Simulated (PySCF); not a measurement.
Dipole moment and polarisability of `FC=C1CCC1`

C5H7F.
Cartesian coordinates in Å at the GFN2-xTB level; atoms count from 1:
```
atom  x, y, z in Å
F1     2.4807    1.2979    0.8028
C2     1.9368    0.1622    0.3103
C3     0.6426    0.0467    0.1015
C4    -0.5352    0.9609    0.2905
C5    -1.4447   -0.1577   -0.2507
C6    -0.2138   -1.0687   -0.4270
H7     2.6817   -0.5975    0.1238
H8    -0.7161    1.2475    1.3256
H9    -0.5000    1.8656   -0.3149
H10   -1.9528    0.0913   -1.1789
H11   -2.1754   -0.5261    0.4648
H12    0.0053   -1.3547   -1.4549
H13   -0.2136   -1.9667    0.1894
```

Level: B3LYP/def2-SVPD (PySCF), static field, nuclei fixed, core orbitals frozen in the response. The polarisability tensor in these axes (au):

```
x   73.07  1.99  4.28
y    1.99 56.38  4.33
z    4.28  4.33 47.63
```

Diagonalise the tensor; give its mean and Δα, where Δα² is half the sum of the squared differences of the eigenvalues.

Principal values 45.47, 57.43 and 74.19 au; mean 59.03 au = 8.75 Å³ = 9.73 × 10⁻⁴⁰ C²·m²/J; Δα = 24.98 au (42 % of the mean).

What is the dipole moment, and where does it point?

(-1.29, -1.28, -0.64) D, 1.92 D in size, pointing from the negative to the positive side. Measured along this direction, the outermost atoms are F1 at the negative end and H11 and H10 at the positive end.

Find the Langevin capture rate constant for H3O+ (19.018 u) meeting this molecule (86.053 u), k = 2.342 × 10⁻⁹ cm³/s × √(α in Å³ / reduced mass in u).

The reduced mass is 15.58 u, so k = 1.76 × 10⁻⁹ cm³/s. The formula leaves out the permanent dipole, which adds to the capture rate.

Rayleigh depolarisation ratio (linearly polarised light, static tensor)?

ρ = 3Δα²/(45ᾱ² + 4Δα²) = 1872.6/(156793 + 2496.9) = 0.0118.

Molar refractivity from α?

Lorentz–Lorenz: R = (4π/3)N_A α = 2.5225 cm³/(mol·Å³) × 8.75 Å³ = 22.1 cm³/mol, in the limit of long wavelengths.

What would n − 1 = 2πNα be for an ideal gas of these molecules at 350 K and 1 atm, electronic part alone?

N = p/kT = 2.0968 × 10¹⁹ cm⁻³, so n − 1 = 2π × N × 8.75 × 10⁻²⁴ cm³ = 1152 × 10⁻⁶ at long wavelengths.

Geometry: GFN2-xTB; no solvent, vibrations or thermal averaging.

These values come from a run that also computed excited states. The run took 22 s wall on one thread, Arm Neoverse V2, no GPU (shared host).
